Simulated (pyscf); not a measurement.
PySCF, gas phase, ωB97X-D3(BJ)/def2-SVP geometries.

What is the homolytic dissociation enthalpy (298 K, ωB97M-D3(BJ)/def2-TZVP) of the C–Hf bond of H₃C–CH₂–Hf(Cl)(Cl)–Cl, to •H₂C–CH₃ + [Cl–Hf(Cl)–Cl]•?

C–Hf to •H₂C–CH₃ + [Cl–Hf(Cl)–Cl]•: 290.7 kJ/mol. The 7 functionals that were run give +269.7 (r²SCAN) to +312.9 kJ/mol (ωB97X-D3(BJ)). The radicals are drawn with the spin at the cut bond; how far it spreads was not checked. Other isomers of •H₂C–CH₃ were not searched in full and may lie lower. Open-shell species with a d-block atom are single-reference here; other states, and whether the spin sits on metal or ligand, were not checked. Elements past Kr carry the def2 core potentials, without spin-orbit coupling.
